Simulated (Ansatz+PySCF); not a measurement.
singlet CH3O(-): levels of theory in one basis

```json
{"atom": "C", "x (Å)": "0.0000", "y (Å)": "0.0000", "z (Å)": "-0.4674"}
{"atom": "O", "x (Å)": "0.0000", "y (Å)": "0.0000", "z (Å)": "0.7189"}
{"atom": "H", "x (Å)": "0.0000", "y (Å)": "-0.9481", "z (Å)": "-0.9823"}
{"atom": "H", "x (Å)": "-0.8211", "y (Å)": "0.4741", "z (Å)": "-0.9823"}
{"atom": "H", "x (Å)": "0.8211", "y (Å)": "0.4741", "z (Å)": "-0.9823"}
```

Basis set: def2-SVP (spherical functions). Left uncorrelated: 2 orbitals. Charge -1, multiplicity 1.

Computed with Ansatz (development build ahead of 0.2.0); each method stands on the lowest determinant of its kind that the runs found.

```
     method  E − E(RHF) (eV)  <S²> of the determinant
        RHF             0.00                     0.00
   RHF-CCSD            -9.68                        –
RHF-CCSD(T)            -9.89                        –
```

What does RHF-MP2 give on the same scale?

-9.14 eV.

Is a single determinant a sound starting point here?

By this sign, yes. Unrestricted orbitals gain 0.00 eV and <S²> is 0.00 against 0.00 for a pure state.

Caution: no diffuse functions for an anion.
